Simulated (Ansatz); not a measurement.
# AlClH5N: the cost of one run

All numbers below are computed with Ansatz 0.2.0 (RKS B3LYP-D4/def2-SVP).

## (1) The structure to begin with

Bond lengths: Al1–Cl2 2.580 Å, Al1–N3 1.920 Å, N3–H4 1.060 Å, N3–H5 1.060 Å, Al1–H6 1.560 Å. Angles: Cl2–Al1–N3 120.0°, Cl2–Al1–H6 120.0°, N3–Al1–H6 120.0°, Al1–N3–H4 120.0°, Al1–N3–H5 120.0°, H4–N3–H5 120.0°.

Coordinates:

```xyz
8

Al    0.0000    0.0000    0.0000
Cl    0.0000    0.0000    2.5800
N     1.6627    0.0000   -0.9600
H     2.1293   -0.9179   -1.2118
H     2.1141    0.9179   -1.2382
H    -1.3510    0.0000   -0.7800
H     0.0834    1.7631    0.5865
H     0.0710    1.5020    1.5585
```

## (2) Pulling towards end A

Springs on the bonds that form and break draw the guess towards this end; the thresholds are loose.

Input file input.yaml:

```yaml
crystal:
  periodic: [false, false, false]
  atoms:
    - { symbol: Al, position_ang: [0.0, 0.0, 0.0] }
    - { symbol: Cl, position_ang: [0.0, 0.0, 2.58] }
    - { symbol: "N", position_ang: [1.6627, 0.0, -0.96] }
    - { symbol: H, position_ang: [2.1293, -0.9179, -1.2118] }
    - { symbol: H, position_ang: [2.1141, 0.9179, -1.2382] }
    - { symbol: H, position_ang: [-1.351, 0.0, -0.78] }
    - { symbol: H, position_ang: [0.0834, 1.7631, 0.5865] }
    - { symbol: H, position_ang: [0.071, 1.502, 1.5585] }
basis:
  gaussian: { orbitals: def2-SVP }
hamiltonian:
  xc: b3lyp
  dispersion: d4
relax:
  f_tol: 0.15
  max_steps: 25
  restrain:
    - { distance: [0, 6], at: 2.76, k: 30.0 }
    - { distance: [7, 1], at: 2.57, k: 30.0 }
    - { distance: [0, 1], at: 2.23, k: 30.0 }
    - { distance: [7, 6], at: 0.66, k: 30.0 }
output:
  orbitals: {}
```

Run with:

```
$ ansatz run input.yaml --threads 1 --pin off --max-ram 2048MiB --backend cpu --events-out ev --progress --plain --runs-dir out
```

**Question.** How long does this run take on 1 thread of Arm Neoverse V1, shared host, and how much memory does it need?

About 39 s, with a peak of 0.14 GiB.
